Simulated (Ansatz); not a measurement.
What does this script print? It uses Ansatz 0.2.0 through its Python package.

`torsion_c4h5f.py`
```python
"""Energy of C4H5F as one group turns about a bond."""

import ansatz as az
from ase import Atoms

BASIS_SET = "def2-SVP"
FUNCTIONAL = "CAM-B3LYP"
FORCE_TOL = 0.02

atoms = Atoms(["C", "C", "C", "C", "F", "H", "H", "H", "H", "H"], positions=[
    [-1.1354, -0.8131, -0.3504],
    [0.0178, -0.1585, 0.1279],
    [0.9854, 0.0096, 0.9321],
    [0.9974, 0.9173, -0.1721],
    [0.5169, 2.1938, 0.0562],
    [-1.9987, -0.024, -0.4144],
    [-1.0048, -1.1774, -1.3604],
    [-1.4634, -1.5677, 0.2862],
    [1.5484, -0.258, 1.8636],
    [1.6196, 0.8267, -0.9658],
])

# relax first, so that the scan starts from a minimum
first = (
    az.Crystal.molecule_from_ase(atoms).calculation()
    .basis(gaussian=BASIS_SET)
    .functional(FUNCTIONAL)
    .relax(force_tolerance=FORCE_TOL, max_steps=80)
)
atoms.positions = first.run(threads=1).report["positions_ang"]

start = atoms.get_dihedral(2, 1, 0, 5)
energies = {}
for turn in range(0, 121, 15):
    turned = atoms.copy()
    turned.set_dihedral(2, 1, 0, 5, start + turn, indices=[0, 5, 6, 7])
    setup = (
        az.Crystal.molecule_from_ase(turned).calculation()
        .basis(gaussian=BASIS_SET)
        .functional(FUNCTIONAL)
    )
    energies[round((start + turn) % 360)] = setup.run(threads=1).report["free_energy_ev"]
floor = min(energies.values())
print("dihedral C2-C1-C0-H5 (deg)   E - E(min) (kcal/mol)")
for angle, e in sorted(energies.items()):
    print(f"{angle:8d} {23.060548 * (e - floor):14.3f}  " + "#" * int(30 * (e - floor) / max(max(energies.values()) - floor, 1e-9)))
```

Running `python torsion_c4h5f.py` prints:
```text
dihedral C2-C1-C0-H5 (deg)   E - E(min) (kcal/mol)
     119          0.000
     134          0.177  ####
     149          0.572  ###############
     164          0.965  #########################
     179          1.138  ##############################
     194          1.005  ##########################
     209          0.659  #################
     224          0.311  ########
     239          0.157  ####
```

The scan is rigid and the energies are electronic, in a modest basis. With rigid groups the curve can differ much from the relaxed path, the start wasn't checked as a minimum of this torsion, and equivalent turns needn't return to the same energy. Run time: 56 s on 1 thread of Arm Neoverse V1, with other jobs on the host, peak memory 0.27 GiB.
